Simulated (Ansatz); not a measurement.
Ansatz (an electronic-structure program) input:

Ansatz 0.2 input:
```yaml
crystal:
  periodic: [false, false, false]
  atoms:
    - {symbol: O, position_ang: [-0.00000000, -0.00000000, -1.69736936]}
    - {symbol: C, position_ang: [-0.00000000, -0.00000000, -0.56804329]}
    - {symbol: S, position_ang: [0.00000000, 0.00000000, 1.06170091]}
basis:
  gaussian:
    orbitals: def2-TZVPD
hamiltonian:
  xc: {name: HSE06}
total_charge: 1
magnetization: {spin_polarized: true, initial_magnetization: 1}
output: {forces: true}
```

Task: Predict the final energy.

Result: -510.91533 Eh (HSE06/def2-TZVPD). The basis has 123 functions.
